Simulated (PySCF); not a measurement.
Molecule: `CCCC#N`, C4H7N.

Geometry (Å), atoms numbered from 1 in this order:
```xyz
12

C    -1.5782   -0.2448   -0.0852
C    -0.1294   -0.5545    0.2492
C     0.7998    0.6152   -0.0859
C     2.1980    0.3435    0.2232
N     3.3004    0.1052    0.4825
H    -2.2313   -1.0941    0.1621
H    -1.9422    0.6301    0.4765
H    -1.7059   -0.0273   -1.1576
H     0.2079   -1.4476   -0.3008
H    -0.0270   -0.7972    1.3191
H     0.4961    1.5191    0.4688
H     0.7272    0.8696   -1.1567
```

Geometry PBE0-D3(BJ)/def2-SVP throughout; GIAO in PySCF, gas phase, one conformer, non-relativistic; equivalent atoms averaged; functional PBE0.

Question: How do the absolute shieldings σ depend on the basis set? (ppm; last column core-seconds on shared hosts with different chips, so compare them loosely)

Answer: 
```
    basis set  functions     C4     C2     C3     C1     N5  H11/H12  H9/H10  H6/H7/H8  core-s
       STO-3G         32  141.5  209.3  210.0  214.5   71.1    30.80   31.26     31.70     1.5
        6-31G         59   82.0  177.6  178.9  183.5   -2.4    30.42   30.72     31.47     3.1
     pcSseg-0         59   58.2  171.8  171.3  176.3  -44.7    30.89   31.20     31.70     3.5
       6-31G*         84   84.8  172.7  175.1  178.8    2.2    30.07   30.23     31.01     4.6
     def2-SVP        105   80.1  172.3  175.7  178.7   -7.3    29.65   29.95     30.53     5.4
      cc-pVDZ        105   82.4  172.7  175.7  180.5   -3.0    29.50   29.78     30.43     6.7
     pcSseg-1        120   60.2  160.9  164.4  168.6  -37.6    29.41   29.72     30.28      11
6-311+G(2d,p)        177   63.1  163.0  166.7  171.4  -24.4    29.53   29.86     30.61      11
  aug-cc-pVDZ        178   78.1  171.0  175.1  179.9    0.1    29.32   29.67     30.40      14
    def2-TZVP        197   62.9  162.3  165.9  170.8  -27.0    29.50   29.82     30.57      17
     IGLO-III        245   57.6  159.2  162.8  167.9  -33.4    29.33   29.69     30.45      21
      cc-pVTZ        248   65.1  163.3  166.9  171.7  -25.8    29.31   29.63     30.37      22
     pcSseg-2        278   56.7  159.2  162.9  167.8  -36.1    29.25   29.58     30.31      31
```

Question: Which nucleus moves most, in ppm?

Answer: N5 (nitrile nitrogen): from -44.7 ppm with pcSseg-0 to 71.1 ppm with STO-3G. The smallest spread is 1.42 ppm, at H6/H7/H8. Proton shifts span only some 12 ppm, so a few tenths of a ppm matter as much there as several ppm in carbon.

Question: Taking the largest basis, pcSseg-2 (278 functions), as the yardstick, rank the others by their worst heavy-atom deviation.

Answer: IGLO-III 2.7 ppm (245 functions), pcSseg-1 3.5 ppm (120 functions), def2-TZVP 9.1 ppm (197 functions), cc-pVTZ 10.3 ppm (248 functions), 6-311+G(2d,p) 11.7 ppm (177 functions), pcSseg-0 12.7 ppm (59 functions), def2-SVP 28.8 ppm (105 functions), cc-pVDZ 33.1 ppm (105 functions), 6-31G 33.7 ppm (59 functions), aug-cc-pVDZ 36.2 ppm (178 functions), 6-31G* 38.3 ppm (84 functions), STO-3G 107.2 ppm (32 functions).

A small basis that lands close on one nucleus may do so by chance; judge by the trend and by all nuclei.
